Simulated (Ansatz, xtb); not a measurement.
Relative energy of two isomers of B2H3N

We compare I, `B=NB`, a singlet, with II, `B1BN1`, a singlet. Both are isolated molecules in the gas phase, relaxed with r2SCAN-D4/def2-SVP; the shapes shown needn't be the lowest conformers.

I (Å):

```xyz
6

B    -1.8695   -0.3421    0.8195
B    -0.0248   -0.3021   -1.0982
N    -0.9960   -0.3233   -0.0886
H    -0.3230    0.0589   -2.2154
H     1.1105   -0.6449   -0.8512
H    -2.6874   -0.3595    1.6700
```

II (Å):

```xyz
6

B    -0.0231    1.2774    0.8070
B    -1.1543    0.3753    0.1001
N     0.1563   -0.0524    0.3826
H     0.8148   -0.8290    0.3200
H    -2.1226   -0.1179   -0.4033
H     0.6630    2.1035    1.3372
```

Quicker runs give these differences E(II) − E(I): GFN2-xTB +28.5 kcal/mol; HF/STO-3G +18.5 kcal/mol (at GFN2-xTB geometries); r2SCAN-D4/def2-SVP//GFN2-xTB +14.3 kcal/mol.

Q: Estimate E(II) − E(I) at the level CCSD(T)/def2-TZVPP.

A: Calculated at CCSD(T)/def2-TZVPP: E(II) − E(I) = +15.9 kcal/mol, so structure I lies lower.

How the difference moves with the method:

```json
{"level": "GFN2-xTB", "geometry": "GFN2-xTB", "E(II) − E(I) (kcal/mol)": "+28.5", "departure from the last row (kcal/mol)": "+12.6", "job, with rough time for the two": "optimisation, 0.12 s"}
{"level": "HF/STO-3G", "geometry": "GFN2-xTB", "E(II) − E(I) (kcal/mol)": "+18.5", "departure from the last row (kcal/mol)": "+2.6", "job, with rough time for the two": "single point, 0.14 s"}
{"level": "r2SCAN-D4/def2-SVP//GFN2-xTB", "geometry": "GFN2-xTB", "E(II) − E(I) (kcal/mol)": "+14.3", "departure from the last row (kcal/mol)": "−1.6", "job, with rough time for the two": "single point, 1.3 s"}
{"level": "r2SCAN-D4/def2-SVP", "geometry": "r2SCAN-D4/def2-SVP", "E(II) − E(I) (kcal/mol)": "+14.1", "departure from the last row (kcal/mol)": "−1.8", "job, with rough time for the two": "optimisation, 7.2 s"}
{"level": "HF/def2-TZVPP", "geometry": "r2SCAN-D4/def2-SVP", "E(II) − E(I) (kcal/mol)": "+20.2", "departure from the last row (kcal/mol)": "+4.3", "job, with rough time for the two": "part of the CCSD(T) run"}
{"level": "MP2/def2-TZVPP", "geometry": "r2SCAN-D4/def2-SVP", "E(II) − E(I) (kcal/mol)": "+16.5", "departure from the last row (kcal/mol)": "+0.6", "job, with rough time for the two": "part of the CCSD(T) run"}
{"level": "CCSD(T)/def2-TZVPP", "geometry": "r2SCAN-D4/def2-SVP", "E(II) − E(I) (kcal/mol)": "+15.9", "departure from the last row (kcal/mol)": "", "job, with rough time for the two": "single point, 14 s"}
```

As drawn, II has 1 B–B, 1 B–N, 1 N–H in place of 1 B=N, 1 B–H. Structure I has no ring, II a 3-membered ring.

The levels shown agree on the order. The largest departure from CCSD(T)/def2-TZVPP is that of GFN2-xTB, 12.6 kcal/mol.

With harmonic frequencies from r2SCAN-D4/def2-SVP (ideal gas, rigid rotor, one conformer each, 298.15 K, 1 atm): the zero-point term adds +1.7 kcal/mol; ΔH is +17.1 and ΔG +17.7 kcal/mol.

The correlated steps freeze 3 core orbitals. Run with Ansatz 0.2.0, xtb 6.7.1; the last row on 1 thread of Intel(R) Xeon(R) 6975P-C (Granite Rapids) on a shared host.
